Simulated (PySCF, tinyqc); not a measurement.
LCCD on RHF in the sto-3g basis, frozen core, for CH+, spin multiplicity 1, step by step. The lowest restricted solution is unstable here: a spin-polarised one lies 0.0118 hartree lower (PySCF). One step of it, computed by the program tinyqc.

Question. LCCD: starting amplitudes. t_ij^ab = <ij||ab> / (e_i + e_j - e_a - e_b), whose energy is MP2.

orbital energies (hartree): MO1 -11.711248, MO2 -1.261507, MO3 -0.865413, MO4 -0.293031, MO5 -0.293031, MO6 0.196284

Two-electron integrals over orbitals (pq|rs), unique and non-zero (hartree); the lowest 1 orbital is frozen and left out:
```
(22|22) 0.619365    (32|22) 0.054865    (32|32) 0.087595    (33|22) 0.511741
(33|32) -0.058743   (33|33) 0.635468    (42|42) 0.096696    (43|42) -0.045370
(43|43) 0.055729    (44|22) 0.565452    (44|32) -0.045322   (44|33) 0.570618
(44|44) 0.672833    (52|52) 0.096696    (53|52) -0.045370   (53|53) 0.055729
(54|54) 0.036269    (55|22) 0.565452    (55|32) -0.045322   (55|33) 0.570618
(55|44) 0.600295    (55|55) 0.672833    (62|22) -0.066675   (62|32) 0.027131
(62|33) -0.037661   (62|44) -0.107033   (62|55) -0.107033   (62|62) 0.105508
(63|22) 0.000056    (63|32) 0.066729    (63|33) -0.088875   (63|44) -0.070743
(63|55) -0.070743   (63|62) 0.062516    (63|63) 0.092659    (64|42) -0.040802
(64|43) 0.005120    (64|64) 0.027942    (65|52) -0.040802   (65|53) 0.005120
(65|65) 0.027942    (66|22) 0.591867    (66|32) 0.088353    (66|33) 0.496614
(66|44) 0.496315    (66|55) 0.496315    (66|62) 0.013727    (66|63) 0.056016
(66|66) 0.668835
```

Give: Starting amplitudes; correlation energy.

Answer.

Starting amplitudes (spin orbitals 1a, 1b, ...; amplitudes related by a flip of all spins are not repeated):
```
from      to        t
2a 2b  4a 4b  -0.0499
2a 2b  5a 5b  -0.0499
3a 3b  4a 4b  -0.0487
3a 3b  5a 5b  -0.0487
3a 3b  6a 6b  -0.0436
2a 2b  6a 6b  -0.0362
2a 3b  4a 4b   0.0294
2a 3b  5a 5b   0.0294
2a 3b  6a 6b  -0.0248
```

correlation energy = -0.031388 hartree
